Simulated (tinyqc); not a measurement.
Worked calculation: harmonic frequencies on the RHF/sto-6g surface (energies and gradients from PySCF), for H2O, spin multiplicity 1. One step of it, computed by the program tinyqc.

Task: Normal modes. Diagonalise H_ij / sqrt(m_i m_j); the 6 smallest eigenvalues belong to translations and rotations; wavenumber = sqrt(eigenvalue / 1822.888) x 219474.63; each mode has its largest component positive (the first on a tie); zero-point energy = sum of wavenumbers / 2, with 349.755 1/cm per kcal/mol.

Hessian (symmetrised) (hartree/bohr^2):
```
             1Ox          1Oy          1Oz          2Hx          2Hy          2Hz          3Hx          3Hy
1Ox   0.00024665   0.00404488   0.01183327  -0.00017866  -0.00602422  -0.00761100  -0.00006755   0.00197934
1Oy   0.00404488   0.78903211  -0.00013179  -0.00828888  -0.39462947  -0.33093204   0.00424399  -0.39440291
1Oz   0.01183327  -0.00013179   0.62511709  -0.00699737  -0.21130218  -0.31237926  -0.00483594   0.21143397
2Hx  -0.00017866  -0.00828888  -0.00699737   0.00016661   0.00734369   0.00697407   0.00001183   0.00094519
2Hy  -0.00602422  -0.39462947  -0.21130218   0.00734369   0.43116415   0.27110152  -0.00131948  -0.03653454
2Hz  -0.00761100  -0.33093204  -0.31237926   0.00697407   0.27110152   0.29493908   0.00063695   0.05983050
3Hx  -0.00006755   0.00424399  -0.00483594   0.00001183  -0.00131948   0.00063695   0.00005550  -0.00292452
3Hy   0.00197934  -0.39440291   0.21143397   0.00094519  -0.03653454   0.05983050  -0.00292452   0.43093758
3Hz  -0.00422228   0.33106382  -0.31273893   0.00002330  -0.05979948   0.01744073   0.00419899  -0.27126432

             3Hz
1Ox  -0.00422228
1Oy   0.33106382
1Oz  -0.31273893
2Hx   0.00002330
2Hy  -0.05979948
2Hz   0.01744073
3Hx   0.00419899
3Hy  -0.27126432
3Hz   0.29529875
```

masses (u): 1O 15.994915, 2H 1.007825, 3H 1.007825

Give: eigenvalues of the mass-weighted Hessian; harmonic wavenumbers of the vibrations; mass-weighted modes; zero-point energy.

Result:

eigenvalues of the mass-weighted Hessian (hartree/(bohr^2 u)): [0.000, 0.000, 0.000, 0.000, 0.000, 0.000, 0.177, 0.637, 0.716]

harmonic wavenumbers of the vibrations (1/cm): [2161.5, 4101.1, 4351.0]

mass-weighted modes, order 1Ox, 1Oy, 1Oz, 2Hx, 2Hy, 2Hz, 3Hx, 3Hy, 3Hz:
$$\begin{pmatrix}
-0.005 & -0.004 & -0.001 \\
0.000 & 0.000 & -0.262 \\
-0.264 & -0.205 & 0.000 \\
0.008 & 0.011 & 0.011 \\
-0.433 & 0.559 & 0.523 \\
0.527 & 0.408 & 0.438 \\
0.012 & 0.005 & -0.006 \\
0.433 & -0.559 & 0.523 \\
0.526 & 0.408 & -0.439
\end{pmatrix}$$

zero-point energy = 15.173 kcal/mol
